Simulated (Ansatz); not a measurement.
fcc Ag was calculated with r²SCAN (plane waves, PAW; Ansatz, a program for electronic structure).

Settings: plane-wave cutoff 500 eV, 30×30×30 k mesh, Fermi–Dirac smearing 0.1 eV, no spin polarisation, scalar-relativistic PAW data made under PBE.

Computed at the level's own relaxed cell.

Problem. What does this level give for the volume per atom and lattice parameter a?

Solution. 
volume per atom: 17.29 Å³/atom
lattice parameter a: 4.104 Å

Measured, for comparison: equilibrium volume per atom 16.76 Å³/atom (static lattice: zero-point anharmonic expansion removed; as tabulated in Mejia-Rodriguez and Trickey (2018), arXiv:1807.09216); lattice constant a 4.062 Å (static lattice: zero-point anharmonic expansion removed, our sources range from 4.056 to 4.063; as tabulated in Mejia-Rodriguez and Trickey (2018), arXiv:1807.09216). Computed (rounded) less measured: equilibrium volume per atom +3.2 %, lattice constant a +1.0 % (+1.0 % to +1.2 % over the range).

The computed numbers hold no vibrational or temperature effects.
